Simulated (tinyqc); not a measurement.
The integration grid: Kohn-Sham M06L on finer and finer grids in the sto-3g basis, for CH2, spin multiplicity 1. Computed by the program tinyqc with PySCF. 

Geometry (angstrom):
```
atom       x        y       z
C     0.0000   0.0000  0.0000
H     0.0000   0.9490  0.6960
H     0.0000  -0.9490  0.6960
```

Self-consistent on each grid; the net force on the molecule should vanish.

Kohn-Sham energy on Becke grids (radial x angular points per atom):
```
grid       points  residual of the electron count  E (hartree)  E - finest (mhartree)  largest net force without grid terms (hartree/bohr)
10 x 14       416                        2.31e-02    -38.49821               96.85093                                             6.36e-02
15 x 26      1164                        1.31e-02    -38.60681              -11.74959                                             9.21e-02
20 x 50      2992                       -5.67e-04    -38.59411                0.95462                                             7.75e-03
30 x 86      7728                        4.51e-04    -38.59583               -0.76343                                             8.84e-03
50 x 194    29080                       -1.39e-06    -38.59512               -0.05990                                             1.53e-04
75 x 302    67842                       -7.58e-07    -38.59504                0.01951                                             1.49e-04
120 x 590  212160                        1.03e-08    -38.59506                0.00000                                             7.16e-06
```

The energy is within 0.1 mhartree of the finest grid first at 50 x 194. The error has both signs, since quadrature is not variational. The electron count and the net force are cheap signs of a poor grid.
